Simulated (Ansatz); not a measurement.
`BO` + Cl• → `[BH]O`• + HCl at 600 K and 1 bar (hydrogen abstraction from a B–H bond).

Gas-phase electronic energies from Ansatz, PBE0-D4/def2-TZVP geometries. CCSD(T)/CBS is extrapolated from def2-TZVPP and def2-QZVPP, frozen cores. No spin–orbit coupling; open shells (•) take unrestricted orbitals. Spin–orbit coupling would lower the free atoms: a little for Cl.

```tsv
species	CCSD(T)/CBS energy (Eh)	H − E (kJ/mol)	S (J/(mol·K))
`BO`	-101.79982	119.7	267.1
Cl•	-459.71044	12.5	182.8
`[BH]O`•	-101.12480	87.9	264.4
HCl	-460.38167	35.4	207.2
```

H − E and S are ideal-gas, rigid-rotor, harmonic terms from PBE0-D4/def2-TZVP, with the whole ground term of open shells counted as degenerate. 1 Eh = 2625.50 kJ/mol, R = 8.31446 J/(mol·K).

Problem. By hand: ΔE, ΔH, ΔS and ΔG.

Solution. ΔE = (-101.12480) + (-460.38167) − (-101.79982) − (-459.71044) = 0.00379 Eh = 10.0 kJ/mol. Δ(H − E) = 87.9 + 35.4 − 119.7 − 12.5 = -8.9, so ΔH = 1.1 kJ/mol. ΔS = 264.4 + 207.2 − 267.1 − 182.8 = 21.7 J/(mol·K). ΔG = 1.1 − 600 × (21.7)/1000 = -11.9 kJ/mol.

Problem. By hand: the equilibrium constant, and the temperature at which ΔG would vanish if ΔH and ΔS stayed fixed.

Solution. log₁₀ K = −ΔG/(RT ln 10) = 1.0. ΔG = 0 at ΔH/ΔS = 51 K, though so small a ΔH makes that figure unsure.

TΔS isn't small against ΔH here. A doubt of 5 kJ/mol in ΔE shifts log₁₀ K by 0.4 here. These are equilibria of isolated gas molecules and say nothing of rates. Largest T1 diagnostic: 0.016 (customary marks: 0.02 for closed shells, 0.045 for open ones).
